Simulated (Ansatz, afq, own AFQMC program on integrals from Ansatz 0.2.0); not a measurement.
**Where AFQMC and coupled cluster stand for AlH4, doublet**

```json
{"atom": "Al", "x (Å)": "-0.0810", "y (Å)": "0.0367", "z (Å)": "-0.1310"}
{"atom": "H", "x (Å)": "0.4276", "y (Å)": "0.0383", "z (Å)": "1.9875"}
{"atom": "H", "x (Å)": "-0.3382", "y (Å)": "0.0276", "z (Å)": "1.9582"}
{"atom": "H", "x (Å)": "0.7122", "y (Å)": "1.4198", "z (Å)": "-0.1870"}
{"atom": "H", "x (Å)": "1.3660", "y (Å)": "-2.4678", "z (Å)": "-0.2517"}
```

Basis 6-31G. Only valence electrons are correlated. Integrals, coupled cluster, full CI and functionals: Ansatz 0.2.0; the random walks run on the same integrals in our own AFQMC program. ph-AFQMC/CISD is guided by a CISD state made of CCSD amplitudes; releasing the constraint for a short imaginary time cuts its bias at the price of noise, slowly where states lie close. ± is one standard error of the sampling.

Determinant: ROHF, the one that the program's search chose, which needn't be the lowest solution. The geometry is a point of a scan.

Full CI on the same integrals is exact in this basis and with this determinant's frozen core.

Cautions: a spin-contaminated unrestricted determinant lies lower (UHF 992 meV lower, ⟨S²⟩ 1.09); the search met a lower determinant of the same kind, perhaps of another symmetry (734 meV lower); strong correlation (T1 0.091, weight of the determinant 0.77, largest double 0.22); the released energies are still falling, so no released level is given (meV from the phaseless value at times in 1/Eh: -2 ± 3 at 0.24, 1 ± 3 at 0.51, 0 ± 3 at 0.99, -8.3 ± 1.9 at 1.62, -10.7 ± 1.3 at 2.40).

- T1 diagnostic: 0.0906
- weight of the determinant in the CISD state: 0.767
- size of the correlated space: 7 electrons in 16 orbitals

```
  level  correlation energy (eV)
    MP2                  -1.7218
   CCSD                  -2.8597
CCSD(T)                  -2.9303
```

Estimate where phaseless AFQMC with a CISD trial lies against CCSD(T) on the same integrals.

0.29 ± 0.11 mEh above CCSD(T).

Reference: full CI, correlation energy -2.952 eV. The cautions show a poor starting determinant, so the rows tell how each method copes with it here, and full CI is the sure value.

```csv
level,E − E(reference) (mEh),share of correlation (%)
CCSD(T),0.79,99.27
CCSDT,0.09,99.92
CCSDT(Q),0.02,99.98
CCSDTQ,0.00,100.00
ph-AFQMC/HF,11.82 ± 0.98,89.11
ph-AFQMC/CISD,1.08 ± 0.11,99.00
```

CCSDT and higher add their correlation energy to the determinant of the CCSD(T) run, since their own runs factorise the integrals more tightly (a shift of under 2 meV).
